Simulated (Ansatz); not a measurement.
**CH4BN (SMILES [BH3-][N+]#C): B3LYP/6-31G(d) (Cartesian functions)**

Aim: the vertical electron affinity of CH4BN at B3LYP/6-31G* (Cartesian functions), from 2 runs. 

The results are computed with Ansatz 0.2.0.

15 further runs of the same task are left out: 15 set aside as unsound or not needed.

### 1 The structure to begin with

CH4BN: 7 atoms, total charge 0, spin state singlet. SMILES: `[BH3-][N+]#C`. Geometry: relaxed at GFN2-xTB.

Bond lengths: B1–N2 1.446 Å, N2–C3 1.149 Å, B1–H4 1.191 Å, B1–H5 1.191 Å, B1–H6 1.191 Å, C3–H7 1.052 Å. Angles: B1–N2–C3 179.8°, N2–B1–H4 105.9°, N2–B1–H5 105.9°, N2–B1–H6 105.8°, N2–C3–H7 179.8°, H4–B1–H5 112.8°, H4–B1–H6 112.8°, H5–B1–H6 112.8°.

### 2 The energy at B3LYP/6-31G(d) (Cartesian functions)

Contents of input.yaml:

```yaml
crystal:
  periodic: [false, false, false]
  atoms:
    - {symbol: B, position_ang: [-0.679270, 0.619350, -0.271430]}
    - {symbol: "N", position_ang: [0.343100, -0.317340, 0.137940]}
    - {symbol: C, position_ang: [1.158210, -1.058740, 0.463380]}
    - {symbol: H, position_ang: [-1.600190, -0.041380, -0.638300]}
    - {symbol: H, position_ang: [-0.196850, 1.266380, -1.147890]}
    - {symbol: H, position_ang: [-0.931780, 1.266950, 0.696120]}
    - {symbol: H, position_ang: [1.906790, -1.735220, 0.760180]}
basis:
  gaussian:
    orbitals: "6-31G*"
hamiltonian:
  xc: {name: B3LYP}
accuracy: high
output: {orbitals: {seedname: orbitals}}
```

Command:

```bash
ansatz run input.yaml --threads 1 --pin off --max-ram 2610MiB --events-out events.jsonl --progress --plain --runs-dir runs
```

Log:

```text
Warning: RAYON_NUM_THREADS=1 ignored (pool sized by the plan → 1); use --threads N
Functional definition: B3LYP
  name "B3LYP"
  parameter a0 = 0.2
  parameter ax = 0.72
  parameter ac = 0.81
  exchange = (1 - a0 - ax)*slater_x + ax*b88_x + a0*exact_x
  correlation = (1 - ac)*vwn_rpa_c + ac*lyp_c
1158 factors; integrals over basis functions are off by at most 2.9e-9 eV
mean field evaluation 1: about -3262.6956 eV, gradient 4.2e1 eV
mean field evaluation 2: about -3252.1487 eV, gradient 8.0e1 eV
mean field evaluation 4: about -3267.1427 eV, gradient 1.7e0 eV
mean field evaluation 8: about -3267.1463 eV, gradient 6.1e-2 eV
mean field evaluation 16: about -3267.1463 eV, gradient 7.7e-7 eV
mean field -3267.14632674 eV, -120.0654129564 hartree, gradient 2.4e-8 eV, S^2 0.000000; 0 other end points of the search recorded, 0 dependent functions left out
reference -3267.14635907 eV, -120.0654141445 hartree; 11, 11 occupied and 42, 42 virtual orbitals, 1158 factors
Total energy: -3267.14635907 eV, -120.0654141445 hartree
```

Run time: 1.3 s. Hardware: 1 thread of Intel Xeon 6975P-C (Granite Rapids), shared host; peak memory 0.14 GiB.

### 3 The doublet anion

Contents of input.yaml:

```yaml
crystal:
  periodic: [false, false, false]
  atoms:
    - symbol: B
      position_ang: [-0.679270, 0.619350, -0.271430]
    - symbol: N
      position_ang: [0.343100, -0.317340, 0.137940]
    - symbol: C
      position_ang: [1.158210, -1.058740, 0.463380]
    - symbol: H
      position_ang: [-1.600190, -0.041380, -0.638300]
    - symbol: H
      position_ang: [-0.196850, 1.266380, -1.147890]
    - symbol: H
      position_ang: [-0.931780, 1.266950, 0.696120]
    - symbol: H
      position_ang: [1.906790, -1.735220, 0.760180]
basis:
  gaussian:
    orbitals: "6-31G*"
hamiltonian:
  xc: {name: B3LYP}
magnetization:
  spin_polarized: true
  initial_magnetization: 1
output: {orbitals: {seedname: orbitals}}
accuracy: high
total_charge: -1
```

Command:

```bash
ansatz run input.yaml --threads 1 --pin off --max-ram 2610MiB --events-out events.jsonl --progress --plain --runs-dir runs
```

Log:

```text
Warning: RAYON_NUM_THREADS=1 ignored (pool sized by the plan → 1); use --threads N
Functional definition: B3LYP
  name "B3LYP"
  parameter a0 = 0.2
  parameter ax = 0.72
  parameter ac = 0.81
  exchange = (1 - a0 - ax)*slater_x + ax*b88_x + a0*exact_x
  correlation = (1 - ac)*vwn_rpa_c + ac*lyp_c
1158 factors; integrals over basis functions are off by at most 2.9e-9 eV
mean field evaluation 1: about -3263.9849 eV, gradient 1.3e1 eV
mean field evaluation 2: about -3264.4067 eV, gradient 1.2e1 eV
mean field evaluation 4: about -3265.1376 eV, gradient 9.1e-1 eV
mean field evaluation 8: about -3265.2412 eV, gradient 3.7e-2 eV
mean field evaluation 16: about -3265.2412 eV, gradient 3.0e-4 eV
mean field evaluation 32: about -3265.2412 eV, gradient 8.4e-5 eV
mean field evaluation 64: about -3265.2410 eV, gradient 1.0e-2 eV
mean field -3265.24120400 eV, -119.9954009871 hartree, gradient 1.9e-8 eV, S^2 0.752520; 2 other end points of the search recorded, 0 dependent functions left out
reference -3265.24123540 eV, -119.9954021411 hartree; 12, 11 occupied and 41, 42 virtual orbitals, 1158 factors
Total energy: -3265.24123540 eV, -119.9954021411 hartree
```

Wall time 11 s (1 thread of Intel Xeon 6975P-C (Granite Rapids), shared host); peak memory 0.2 GiB.

### 4 Summary of results

Level: B3LYP/6-31G* (Cartesian functions).

| quantity | value |
| --- | --- |
| singlet CH4BN: total energy | -120.06541 Eh |
| singlet CH4BN: HOMO energy | -7.69 eV |
| singlet CH4BN: LUMO energy | -0.85 eV |
| singlet CH4BN: HOMO–LUMO gap | 6.84 eV |
| doublet anion: total energy | -119.99540 Eh |
| doublet anion: HOMO energy (highest over α and β) | 4.72 eV |
| doublet anion: LUMO energy (lowest over α and β) | 6.87 eV |
| doublet anion: ⟨S²⟩ | 0.753 |
| vertical electron affinity (to the doublet anion) | -1.905 eV |

In words: The anion lies 1.91 eV (44 kcal/mol) above the neutral: the electron isn't bound at this level, and such a value depends on the basis. Without diffuse functions anions come out too high. The HOMO (doublet anion) lies at positive energy, 4.72 eV; only total energies tell whether the electron is bound.
